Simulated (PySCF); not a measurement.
A spin–spin coupling run with PySCF 2.14.0 with density-fitted response routines (density fitting, non-relativistic, gas phase) on SMILES CC(OC)(C)C, C$_{5}$H$_{12}$O:

```
{"job": {"kind": "j", "xc": "B3LYP", "basis": "pcJ-1"}, "charge": 0, "multiplicity": 1}
C      2.057162     0.416535     0.351475
O      0.763525     0.520404     0.886179
C     -0.322513     0.014659     0.108471
C     -0.191804    -1.494366    -0.139684
C     -1.552222     0.288334     0.980110
C     -0.461848     0.757401    -1.227460
H      2.357309    -0.623605     0.185689
H      2.715388     0.856515     1.099405
H      2.166795     0.973351    -0.585169
H     -1.117048    -1.875878    -0.562565
H      0.615693    -1.713724    -0.834538
H      0.003114    -2.008292     0.798874
H     -1.444680    -0.221454     1.933379
H     -2.456226    -0.058322     0.488026
H     -1.634062     1.354616     1.171166
H      0.350808     0.508527    -1.906142
H     -0.459528     1.831459    -1.055853
H     -1.398623     0.480159    -1.703020
```

Hardware: 1 thread of an Arm Neoverse V2, shared host. The job also computes field gradients.

Task: How large is the calculation?

Result: 50 electrons, 282 basis functions and 1019 auxiliary functions.

Task: How long does it take?

Result: 56 s of wall time, with 13 SCF cycles. Times on a shared host scatter by some tens of per cent.
